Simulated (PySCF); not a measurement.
# C4H12NP: the cost of one run

Computed with PySCF 2.14.0, with density-fitted response routines of our own, on a single molecule in the gas phase. Atoms are numbered from 0 throughout.

### 1 Starting geometry

18 atoms, charge 0, multiplicity 1; geometry from: GFN2-xTB. The atoms were then displaced at random by about 0.01 Å, so the start is not that level's minimum.

Bonds of the start (Å): C0–N1 1.42, N1–C2 1.46, N1–P3 1.78, P3–C4 1.84, P3–C5 1.83, C0–H6 1.10, C0–H7 1.11, C0–H8 1.11, C2–H9 1.10, C2–H10 1.07, C2–H11 1.10, C4–H12 1.07, C4–H13 1.08, C4–H14 1.09, C5–H15 1.08, C5–H16 1.08, C5–H17 1.09.

### 2 Optimising the geometry at PBE0-D3(BJ)/def2-SVP

Job settings and geometry (Å):

```
{"job": {"xc": "PBE0", "basis": "def2-SVP", "d3": "d3bj", "grid": 1, "shake": 0.01, "kind": "geom"}, "charge": 0, "multiplicity": 1}
C     -1.818320     0.612420     0.202040
N     -0.697590    -0.163240    -0.206050
C     -1.152440    -1.505420    -0.544520
P      0.692900    -0.092460     0.909030
C      1.098300     1.676550     0.602970
C      1.920630    -0.806060    -0.244170
H     -2.512670     0.705710    -0.651210
H     -1.505370     1.647530     0.461710
H     -2.390010     0.208790     1.061770
H     -0.283230    -2.118000    -0.810530
H     -1.821880    -1.443160    -1.379140
H     -1.657120    -1.995890     0.294750
H      2.123980     1.828630     0.852420
H      0.914060     1.941570    -0.423990
H      0.515360     2.330110     1.257160
H      1.726880    -0.465060    -1.252440
H      1.920720    -1.887180    -0.198660
H      2.898270    -0.462890     0.083130
```

Command:

```sh
$ OMP_NUM_THREADS=1 python probes_run.py task.json out
```

One launch serves the whole session: the jobs run in the order shown.

Q: Estimate the wall time and peak memory of this first job on 1 thread of Arm Neoverse V1, shared host.

About 64 s, with a peak of 0.6 GiB.
